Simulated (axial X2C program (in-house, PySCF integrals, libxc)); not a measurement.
Outer orbitals of SiO⁻ at 1.561 Å, r2SCAN

Computed with an in-house relativistic program for diatomic molecules. Spin-free means the one-electron spin-free X2C Hamiltonian; two-component (2c) means X2C with spin–orbit coupling and atomic mean-field two-electron Coulomb and Gaunt terms, so the difference of the two also holds small scalar two-electron terms. Basis: Si dyall-av3z [9s8p3d2f], O dyall-av3z [7s6p3d2f] (cores contracted in-house); Gaussian nuclei, density fitting, unrestricted open shells. Masses: Si 27.977 u, O 15.995 u.

The distance is close to the 2c PBE0 minimum; the highest filled and lowest empty levels are listed.

Spin-free orbitals, state M_S = 1/2, Λ = 1 (beyond evenly filled blocks: π+α) (Löwdin shares):

```
symmetry  occupied  ε (eV)             atomic character
      σα       yes  -18.86   69% O s, 11% Si p, 7% Si s
      σβ       yes  -18.65   68% O s, 11% Si p, 8% Si s
      σα       yes   -5.62    46% O p, 39% Si s, 7% O s
      σβ       yes   -5.27    51% O p, 35% Si s, 7% O s
     π+α       yes   -2.71   74% O p, 19% Si p, 4% Si d
     π-α       yes   -2.71   74% O p, 19% Si p, 4% Si d
     π-β       yes   -2.44   74% O p, 17% Si p, 5% Si d
     π+β       yes   -2.44   74% O p, 17% Si p, 5% Si d
      σα       yes   -2.23  42% O p, 25% Si p, 24% Si s
      σβ       yes   -1.87  37% O p, 28% Si s, 27% Si p
     π+α       yes    1.84  68% Si p, 14% O p, 13% Si d
     π-α        no    1.84  68% Si p, 14% O p, 13% Si d
      σα        no    2.80           61% Si p, 37% Si s
     π-β        no    2.87  70% Si p, 14% O p, 10% Si d
     π+β        no    2.87  70% Si p, 14% O p, 10% Si d
```

The highest filled level is positive, so this functional does not bind it, and the empty levels of an anion are set by the basis. A filled and an empty partner (Λ and −Λ, same spin) share one energy because the functional has no current term.

Spinors with spin–orbit coupling (state Ω = 1/2):

| ω | occupied | ε (eV) | atomic character | λ mixture |
| --- | --- | --- | --- | --- |
| -1/2 | yes | -18.85 | 69% O s, 11% Si p, 7% Si s | 100% σ |
| 1/2 | yes | -18.64 | 68% O s, 11% Si p, 8% Si s | 100% σ |
| -1/2 | yes | -5.61 | 46% O p, 39% Si s, 7% O s | 100% σ |
| 1/2 | yes | -5.26 | 51% O p, 35% Si s, 7% O s | 100% σ |
| 1/2 | yes | -2.72 | 74% O p, 19% Si p, 4% Si d | 100% π |
| -3/2 | yes | -2.70 | 74% O p, 19% Si p, 4% Si d | 100% π |
| -1/2 | yes | -2.44 | 74% O p, 17% Si p, 5% Si d | 100% π |
| 3/2 | yes | -2.43 | 74% O p, 17% Si p, 5% Si d | 100% π |
| -1/2 | yes | -2.23 | 42% O p, 25% Si p, 24% Si s | 100% σ |
| 1/2 | yes | -1.87 | 37% O p, 28% Si s, 27% Si p | 100% σ |
| 1/2 | yes | 1.84 | 68% Si p, 14% O p, 13% Si d | 100% π |
| -3/2 | no | 1.85 | 68% Si p, 14% O p, 13% Si d | 100% π |
| -1/2 | no | 2.82 | 64% Si p, 34% Si s | 100% σ |
| -1/2 | no | 2.87 | 71% Si p, 14% O p, 10% Si d | 100% π |
| 3/2 | no | 2.88 | 71% Si p, 14% O p, 10% Si d | 100% π |

The highest filled level is positive, so this functional does not bind it, and the empty levels of an anion are set by the basis.

Mulliken charges and populations of the two-component result (they depend on the basis, above all on diffuse functions):

Si -0.51 e (s 5.73 p 8.50 d 0.24 f 0.04), O -0.49 e (s 3.88 p 4.57 d 0.04). ⟨Lz⟩ = 1.00 ħ and ⟨Sz⟩ = -0.50 ħ (-0.48 and -0.02 on the two atoms), which add up to Ω.

Occupations by symmetry block were frozen at the best pattern of an incomplete PBE0 search. Density functionals use the spin component along the axis (collinear). The highest occupied level is positive at some bond lengths even in Hartree–Fock (under at least one Hamiltonian), so the basis set holds the extra electron there; where that holds at Re the anion is at best weakly bound and its constants depend on the basis. The functionals have no current-density term, which raises determinants with orbital currents, atoms included.
